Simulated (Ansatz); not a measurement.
Harmonic frequencies (cm⁻¹) at PBE0-D4/def2-TZVP from Ansatz: 374, 376, 632, 681, 767, 788, 952, 990, 1024, 1041, 1063, 1095, 1111, 1176, 1221, 1320, 1449, 1496, 1634, 1637, 3187, 3192, 3207, 3220.

Task: Which molecule is it?
A. `c1cncnc1`
B. `c1cnccn1`
C. `c1ccnnc1`
D. `N#CCCC#N`

Result: C.
